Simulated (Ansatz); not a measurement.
We consider bcc Ba, described by PBE-D4 (Ansatz, an electronic-structure program, plane waves, PAW).

Input:

Ansatz 0.2 input:
```yaml
crystal:
  lattice:
    - [-2.5128013131, 2.5128013131, 2.5128013131]
    - [2.5128013131, -2.5128013131, 2.5128013131]
    - [2.5128013131, 2.5128013131, -2.5128013131]
  atoms:
    - { symbol: Ba, position: [0.0, 0.0, 0.0] }
basis:
  ecutwfc: 520
  ecutrho_ratio: 4
  xc_grid: 2
kpoints:
  mp_grid: { grid: [16, 16, 16] }
hamiltonian:
  xc: pbe
  dispersion: d4
  pseudopotentials: { kind: paw }
scf:
  occupations: { method: fermi_dirac, width: 0.05 }
  convergence: { dr2_threshold: 0.0000000001 }
output:
  forces: false
  stress: true
  eigenvalues: true
```

From the output:

```
Crystal: 1 atoms, lattice volume = 63.465 Å³
Basis set: ecut = 520 eV, 1721 PW (Γ), exchange–correlation on 72×72×72 points (8 copies of the dense FFT grid, shifted against one another)
Bands: 9, of which v1, the nominal top of the filled ones, is band 5 counted from 1 (4 counted from 0)
Symmetry: 48 space group operations
Space group: Im-3m (ITA 229), of the structure as read, at distance tolerance 4.0e-5 Å
k-points: 145 of 4096
Functional: x = pbe(κ = 0.804, μ = 0.2195149727645171), c = pbe(β = 0.06672455060314922)
SCF iter   1: F=—  HF=-5949.703089 eV  |F-HF|=—  |Δ(HF+E_count)|=         —  Δρ=1.01e-3  dr2=1.01e-3
SCF iter   2: F=—  HF=-5949.703326 eV  |F-HF|=—  |Δ(HF+E_count)|=   2.37e-4  Δρ=6.84e-4  dr2=4.64e-4
  ...
SCF iter   7: F=—  HF=-5949.703339 eV  |F-HF|=—  |Δ(HF+E_count)|=   1.73e-9  Δρ=5.78e-7  dr2=2.05e-10
SCF iter   8: F=-5949.703339 eV  HF=-5949.703339 eV  |F-HF|=1.82e-12  |Δ(HF+E_count)|=  6.09e-11  Δρ=7.46e-8  dr2=1.66e-12
SCF 1 converged in 8 iterations: F = -5949.703339 eV  dr2 = 1.66e-12
SCF converged after 8 iterations
Free energy (F): -5949.703339 eV
Internal energy: -5949.692917 eV  (E = F + TS)
E sigma→0 (E₀):  -5949.698128 eV
Fermi energy:    5.772087 eV
--- Stress (GPa, compression-positive) ---
       -0.396328       0.000000       0.000000
        0.000000      -0.396328      -0.000000
       -0.000000       0.000000      -0.396328
  P = ⅓ Tr σ = -0.3963 GPa (-3.963 kbar)
```
